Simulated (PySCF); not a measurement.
## Nitrogen: a sound run and one with changed settings

Sound run: N [He] 2s2 2p3, N+ [He] 2s2 2p2. All numbers are calculated (PySCF 2.14, scalar relativity by spin-free X2C-1e, in aug-cc-pVDZ-DK). In the sound run the correlated levels freeze 1s2. The sound run starts from symmetry-adapted Hartree-Fock orbitals and uses a fine grid where one is needed.

Changed run: all electrons correlated in a basis built for the valence shell.

```
species   method  sound run (hartree)  changed run (hartree)  converged
      N      MP2            -54.49735              -54.49904        yes
      N  CCSD(T)            -54.51616              -54.51770        yes
     N+      MP2            -53.96554              -53.96715        yes
     N+  CCSD(T)            -53.98878              -53.99021        yes
```

Ionisation energy of N:

| method | sound run (eV) | changed run (eV) |
| --- | --- | --- |
| UHF | 13.922 | 13.922 |
| MP2 | 14.471 | 14.474 |
| SCS-MP2 | 14.253 | 14.253 |
| CCSD | 14.340 | 14.343 |
| CCSD(T) | 14.350 | 14.354 |

A valence basis has no tight correlating functions, so it recovers only part of the core correlation, and not evenly between atom and ion.

For comparison, NIST gives 14.534 eV between the lowest levels.
